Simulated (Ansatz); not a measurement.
# Yb (fcc): energy against volume

These are results of Ansatz 0.2.0, DFT, PBE, plane waves (420 eV) with PAW, scalar-relativistic, not measurements.

The cell is scaled uniformly from the relaxed one, with fractional coordinates and shape fixed. Energies are extrapolated to zero smearing, pressures are those at the given smearing. Magnetic state: spin not included.

A Birch-Murnaghan fit gives V₀ = 35.62 Å³/atom, B₀ = 18.5 GPa, B₀′ = 3.5.

Problem. What are the energy above the minimum and the pressure at 34.340 Å³/atom?

Solution. 2.8 meV/atom and 0.80 GPa as computed.

Problem. What are the energy above the minimum and the pressure at 37.202 Å³/atom?

Solution. 3.8 meV/atom and -0.66 GPa as computed.

Problem. What are the energy above the minimum and the pressure at 38.632 Å³/atom?

Solution. 13.1 meV/atom and -1.22 GPa as computed.
